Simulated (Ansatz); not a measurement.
**Molecular dynamics, step by step**

CH$_{4}$NNa, closed shell, PBE0-D4/def2-SVP (Ansatz 0.2.0). Settings (timestep in fs, temperature in K; T counts 15 degrees of freedom):

```yaml
hamiltonian: {xc: pbe0, dispersion: d4}
md: {n_steps: 40, timestep: 0.25, temperature: 700, ensemble: nve, seed: 835, initial_velocities: maxwell_boltzmann}
```

Start:

C1  (-0.425, 0.346, -0.378)
N2  (0.593, -0.101, 0.539)
Na3  (0.513, -1.903, 1.587)
H4  (-0.364, -0.094, -1.392)
H5  (-1.413, 0.108, 0.025)
H6  (-0.379, 1.440, -0.511)
H7  (1.476, 0.204, 0.131)
(Å)

```json
{"step": "0", "time (fs)": "0.00", "potential energy less the start (meV)": "0.0", "kinetic energy (meV)": "452.4", "T (K)": "700"}
{"step": "2", "time (fs)": "0.50", "potential energy less the start (meV)": "37.5", "kinetic energy (meV)": "415.0", "T (K)": "642"}
{"step": "4", "time (fs)": "1.00", "potential energy less the start (meV)": "94.4", "kinetic energy (meV)": "358.4", "T (K)": "555"}
{"step": "6", "time (fs)": "1.50", "potential energy less the start (meV)": "155.9", "kinetic energy (meV)": "297.1", "T (K)": "460"}
{"step": "8", "time (fs)": "2.00", "potential energy less the start (meV)": "204.7", "kinetic energy (meV)": "248.6", "T (K)": "385"}
{"step": "10", "time (fs)": "2.50", "potential energy less the start (meV)": "227.3", "kinetic energy (meV)": "225.9", "T (K)": "350"}
{"step": "12", "time (fs)": "3.00", "potential energy less the start (meV)": "221.5", "kinetic energy (meV)": "231.6", "T (K)": "358"}
{"step": "14", "time (fs)": "3.50", "potential energy less the start (meV)": "196.3", "kinetic energy (meV)": "256.6", "T (K)": "397"}
{"step": "16", "time (fs)": "4.00", "potential energy less the start (meV)": "167.3", "kinetic energy (meV)": "285.4", "T (K)": "442"}
{"step": "18", "time (fs)": "4.50", "potential energy less the start (meV)": "148.6", "kinetic energy (meV)": "303.9", "T (K)": "470"}
{"step": "20", "time (fs)": "5.00", "potential energy less the start (meV)": "148.3", "kinetic energy (meV)": "304.3", "T (K)": "471"}
{"step": "22", "time (fs)": "5.50", "potential energy less the start (meV)": "166.4", "kinetic energy (meV)": "286.2", "T (K)": "443"}
{"step": "24", "time (fs)": "6.00", "potential energy less the start (meV)": "197.5", "kinetic energy (meV)": "255.2", "T (K)": "395"}
{"step": "26", "time (fs)": "6.50", "potential energy less the start (meV)": "233.4", "kinetic energy (meV)": "219.6", "T (K)": "340"}
{"step": "28", "time (fs)": "7.00", "potential energy less the start (meV)": "265.5", "kinetic energy (meV)": "187.6", "T (K)": "290"}
{"step": "30", "time (fs)": "7.50", "potential energy less the start (meV)": "287.0", "kinetic energy (meV)": "166.1", "T (K)": "257"}
{"step": "32", "time (fs)": "8.00", "potential energy less the start (meV)": "293.2", "kinetic energy (meV)": "159.9", "T (K)": "247"}
{"step": "34", "time (fs)": "8.50", "potential energy less the start (meV)": "282.5", "kinetic energy (meV)": "170.7", "T (K)": "264"}
{"step": "36", "time (fs)": "9.00", "potential energy less the start (meV)": "255.6", "kinetic energy (meV)": "197.5", "T (K)": "306"}
{"step": "38", "time (fs)": "9.50", "potential energy less the start (meV)": "216.2", "kinetic energy (meV)": "236.8", "T (K)": "366"}
{"step": "40", "time (fs)": "10.00", "potential energy less the start (meV)": "170.7", "kinetic energy (meV)": "282.1", "T (K)": "436"}
```

Step 12, positions (Å) and forces (eV/Å):

```csv
atom,x,y,z,Fx,Fy,Fz
C1,-0.416,0.352,-0.377,-0.431,-1.317,1.587
N2,0.577,-0.080,0.546,1.070,-0.340,-0.102
Na3,0.516,-1.912,1.588,0.051,-0.024,0.124
H4,-0.372,-0.123,-1.323,0.013,-0.793,-1.984
H5,-1.419,0.099,-0.008,-0.446,0.407,0.130
H6,-0.306,1.383,-0.553,-0.440,2.291,-0.466
H7,1.433,0.150,0.017,0.183,-0.223,0.711
```

Step 20, positions (Å) and forces (eV/Å):

```tsv
atom	x	y	z	Fx	Fy	Fz
C1	-0.410	0.351	-0.372	-0.869	-0.045	-0.573
N2	0.570	-0.067	0.550	1.283	-0.456	-0.174
Na3	0.519	-1.919	1.589	0.041	0.036	0.102
H4	-0.378	-0.173	-1.359	-0.031	0.175	-0.244
H5	-1.445	0.110	-0.025	0.135	0.606	0.047
H6	-0.278	1.441	-0.601	-0.716	-0.085	-0.093
H7	1.413	0.105	-0.028	0.157	-0.230	0.935
```

Step 36, positions (Å) and forces (eV/Å):

| atom | x | y | z | Fx | Fy | Fz |
| --- | --- | --- | --- | --- | --- | --- |
| C1 | -0.408 | 0.351 | -0.371 | -0.850 | 0.941 | -2.597 |
| N2 | 0.565 | -0.046 | 0.558 | 0.368 | -0.677 | 0.198 |
| Na3 | 0.524 | -1.931 | 1.591 | -0.008 | 0.148 | 0.065 |
| H4 | -0.394 | -0.229 | -1.416 | -0.043 | 0.949 | 1.322 |
| H5 | -1.471 | 0.197 | -0.052 | 0.393 | 0.283 | 0.184 |
| H6 | -0.303 | 1.500 | -0.693 | -0.457 | -1.691 | 0.424 |
| H7 | 1.404 | -0.006 | -0.021 | 0.598 | 0.047 | 0.405 |

Last step (40):

```tsv
atom	x (Å)	y (Å)	z (Å)
C1	-0.4092	0.3521	-0.3753
N2	0.5651	-0.0413	0.5599
Na3	0.5252	-1.9335	1.5915
H4	-0.3991	-0.2216	-1.4020
H5	-1.4671	0.2287	-0.0558
H6	-0.3234	1.4763	-0.7080
H7	1.4131	-0.0348	-0.0052
```

The run took about 40 s on 2 CPU threads of an Arm Neoverse V1 (shared host).
